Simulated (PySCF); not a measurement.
## C2H3S: g tensor and hyperfine couplings

Compound: C2H3S (doublet state).
SMILES with atom numbers: `[CH2:1]=[C:2][SH:3]` (hydrogens: H4, H5 on C1; H6 on S3)

Geometry (GFN2-xTB, Å), atoms numbered from 1 in this order:
```
atom  x, y, z in Å
C1    -1.009    0.192    0.340
C2     0.094   -0.355   -0.082
S3     1.724   -0.396    0.371
H4    -1.959   -0.091   -0.086
H5    -1.056    0.982    1.087
H6     2.209   -0.330   -0.879
```

The hyperfine couplings belong to this conformer and change with its torsions.

Computed with UKS B3LYP, pcH-1 on C H S, non-relativistic, mean-field spin-orbit, GIAO (PySCF). Geometry: GFN2-xTB, one conformer, isolated molecule. A GFN2-xTB geometry isn't a minimum of the functional, and hyperfine couplings can be far from their values at a DFT geometry. The frame is twisted about the C1–C2 bond at this geometry (dihedral H5–C1–C2–S3 = 13°); couplings at other torsion angles weren't computed.

- g1, g2, g3: 2.00053, 2.00214, 2.00490
- g_iso: 2.00253
- Form of g: rhombic: the two nearest values differ by 37 % of g3 − g1
- ⟨S²⟩: 0.7564 (exact 0.7500)
- HOMO–LUMO gap, α and β orbitals: 5.48, 4.67 eV
- Total energy: -476.12005 Eh
- Basis functions: 115

Hyperfine couplings atom by atom, in mT; T1 to T3 are the principal values of the dipolar part (MHz turned into mT with g_iso):

```
atom  isotope  a_iso  of which spin–orbit     T1     T2    T3  Mulliken spin population
  C1      13C   0.49                 0.00  -0.47  -0.04  0.51                     -0.09
  C2      13C  11.93                 0.00  -2.50  -1.96  4.47                      0.82
  S3      33S  -0.02                -0.01  -0.78  -0.65  1.43                      0.15
  H4       1H   3.05                 0.00  -0.29  -0.13  0.42                      0.03
  H5       1H   5.07                 0.00  -0.19  -0.04  0.23                      0.08
  H6       1H   1.43                 0.00  -0.21  -0.11  0.32                      0.01
```

The Mulliken spin populations are largest on C2 (+0.82), S3 (+0.15), C1 (-0.09) and H5 (+0.08).

Under fast tumbling the dipolar parts average out, and these isotropic splittings remain: 1 × 1H (H5, I = 1/2, 2 lines) with 5.07 mT, 1 × 1H (H4, I = 1/2, 2 lines) with 3.05 mT and 1 × 1H (H6, I = 1/2, 2 lines) with 1.43 mT.

The 13C coupling of C2 (334.2 MHz) shows only in satellite lines or after enrichment, since that isotope makes up about 1.07 % of natural carbon.

On an Arm Neoverse V2 with one thread, no GPU, shared host with 96 logical CPUs at a one-minute load of 16, this took 14 s of wall time (with the writing of density and orbital grids) and 0.35 GiB of memory at its peak.
